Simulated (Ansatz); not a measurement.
# Hematite (α-Fe2O3)

Method: PBE (Ansatz, a quantum-chemistry and plane-wave program, PAW).

Run with plane-wave cutoff 520 eV, 8×8×8 k mesh, Fermi–Dirac smearing 0.01 eV, spin-polarised with opposed moments, scalar-relativistic PAW data made under PBE.

Cell: measured lattice: a = b = 5.0340 Å, c = 13.7520 Å, α = β = 90.00°, γ = 120.00°.

| Item | Result |
|---|---|
| band gap | 0.58 eV |
| smallest direct gap on the k points sampled | 0.59 eV |
| direct gap at Γ | 1.16 eV |
| magnetic moment (largest site, within a sphere) | 3.33 μB |

Measured, for comparison: band gap 2.6 eV (temperature not stated, no zero-point or thermal correction, photoemission and inverse photoemission; as tabulated in Parkinson (2016), arXiv:1602.06774). Computed (rounded) less measured: band gap -2.02 eV.

Note: cell and atoms aren't relaxed at this level (pressure -0.6 GPa); without U or exact exchange, gaps and moments of open d shells tend to come out too small.

Moments are spin moments.

The computed numbers hold no vibrational or temperature effects.
